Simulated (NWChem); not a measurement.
Molecule: water (H2O); SMILES O

All runs: NWChem. The geometry was optimised at PBE-D3(BJ)/def2-SVP.

Diagonal of the polarisability tensor at LDA (Slater exchange, VWN5)/aug-cc-pVDZ, static: 10.63, 9.65, 10.01 bohr³.

Q: Find the mean polarisability volume, the molar refraction, and the refractive index that an ideal gas of it would have at 273.15 K and 1 atm.

A: 
1. Mean: one third of the trace = 10.10 bohr³ × 0.14818 Å³/bohr³ = 1.50 Å³.
2. Molar refraction (Lorentz-Lorenz): (4π/3) N_A α = 3.8 cm³/mol.
3. Number density p/kT = 2.687 × 10⁻⁵ Å⁻³; n − 1 = 2π N α = 2.53 × 10⁻⁴.
4. These hold the electronic response alone: vibrational and orientational terms add to the static dielectric constant.
